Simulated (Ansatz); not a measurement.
CH4SSi, SMILES C1[SiH2]S1, a search for lower mean-field states

Computed with the Ansatz DFT code, driven from Python.

`states_ch4ssi.py`
```python
'''Does a wider search find a lower mean-field state of CH4SSi?'''

import ansatz as az
import numpy as np

geometry_ang = [
    ('C', (-0.6825, -0.2161, -0.5297)),
    ('Si', (0.7388, 0.3964, 0.3418)),
    ('S', (-0.5772, -1.3303, 0.6722)),
    ('H', (-0.5036, -0.5125, -1.5592)),
    ('H', (-1.6079, 0.4524, -0.4872)),
    ('H', (0.5929, 1.2829, 1.5346)),
    ('H', (2.1007, -0.1407, -0.0182)),
]
system = az.Crystal.molecule()
for symbol, xyz in geometry_ang:
    system = system.atom(symbol, xyz)
symbols = [site.symbol for site in system.cartesian_sites]

start = np.array([site.position_ang for site in system.cartesian_sites])
for factor in [1.0, 1.3]:
    xyz = (start - start.mean(axis=0)) * factor
    scaled = az.Crystal.molecule()
    for symbol, place in zip(symbols, xyz):
        scaled = scaled.atom(symbol, place.tolist())
    calculation = (
        scaled.calculation()
        .basis(gaussian='def2-SVP')
        .functional('pbe')
        .spin('collinear')
    )
    for search in ('off', 'standard'):
        try:
            rep = calculation.scf(lower_state_search=search).run(threads=1).report
        except az.AnsatzError as error:
            print(f'x{factor} search {search}: {type(error).__name__}')
            continue
        state = rep['mean_field']['state']
        print(f'all distances x{factor}, search {search:8s} E = {rep["free_energy_ev"]:.5f} eV  <S^2> = {abs(state["spin_squared"]):.3f}  other states met: {len(rep["mean_field"]["others"])}')
```

```console
$ python states_ch4ssi.py
all distances x1.0, search off      E = -19797.03024 eV  <S^2> = 0.000  other states met: 0
all distances x1.0, search standard E = -19797.03024 eV  <S^2> = 0.000  other states met: 0
all distances x1.3, search off      E = -19791.08060 eV  <S^2> = 0.000  other states met: 0
all distances x1.3, search standard E = -19791.08060 eV  <S^2> = 0.000  other states met: 4
```

Caveats:
- The settings weren't tested for convergence.
- The count of other states can hold repeated and symmetry-equivalent ends of the search; scaling all distances is a test, and for more than two atoms no physical path.
- The structure is a rough, unrelaxed start.
- Finished in 9.2 s on 1 thread of Arm Neoverse V2, with other jobs on the host, peak memory 0.19 GiB.

(Lines on the test bed's own set-up are left out of the output.)
